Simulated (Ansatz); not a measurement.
**How far each method lies from UCCSDT(Q) for AsH⁻, doublet**

Geometry: a PBE0/def2-TZVPD stationary point for this spin.

```xyz
2

As    0.0000    0.0000    0.0000
H     0.0000    0.0000    1.5478
```

Basis aug-cc-pVTZ; Ansatz 0.2.0. Only valence electrons are correlated (noble-gas cores and the filled d shells of p-block atoms frozen), which leaves 7 electrons in 68 orbitals. Prefix R: restricted or restricted open-shell reference; prefix U: unrestricted. Active spaces: valence = (7e, 5o) chosen from the atoms' valence shells. No spin–orbit coupling is included, and no scalar relativity.

Full CI isn't at hand for all of this; UCCSDT(Q) serves as the reference, and is uncertain by the last step of the cluster series or more. The frozen core follows each run's orbitals, which can shift R against U totals by a few meV for light atoms and by up to 0.1 eV past Ca.

```
UHF ⟨S²⟩                          : 0.768
T1 diagnostic (RCCSD)             : 0.0188
largest doubles amplitude (RCCSD) : 0.042
T1 diagnostic (UCCSD)             : 0.0146
```

**Question.** From what is known of these methods and the diagnostics, rank them by the size of their error in total energy against UCCSDT(Q) in aug-cc-pVTZ, smallest first (an estimate: the text doesn't fix the numbers).
A. UCCSD(T)
B. UMP2
C. UCCSDT
D. UHF
E. UCCSD

**Answer.** C (9 meV), A (33 meV), E (214 meV), B (779 meV), D (4355 meV).

All errors are against UCCSDT(Q) in aug-cc-pVTZ. Within each family the higher level lies nearer, as is usual though not guaranteed.

Natural occupations of CASSCF (valence space) about the gap: 2.000 1.998 1.970 1.000 0.032; effectively unpaired electrons, Σ n²(2−n)², 1.01.
